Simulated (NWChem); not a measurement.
System: acetylene (C2H2); SMILES C#C

Results from NWChem. Coordinates come from a PBE0-D3(BJ)/def2-TZVP optimisation. Level PBE/def2-SVP: single points from the atomic guess with DIIS by default; each run changes one setting, and all converged runs end within 0.3 mHa of each other. NWChem's automatic level shift, which a small gap switches on, acted in some of these runs.

```json
[
 {"setting": "defaults", "SCF iterations": "6"},
 {"setting": "core-Hamiltonian guess", "SCF iterations": "13"},
 {"setting": "DIIS on 20 Fock matrices", "SCF iterations": "6"},
 {"setting": "no DIIS, 40 % damping", "SCF iterations": "13"},
 {"setting": "level shift of 0.5 Ha throughout", "SCF iterations": "9"},
 {"setting": "70 % damping for 30 cycles", "SCF iterations": "27"}
]
```
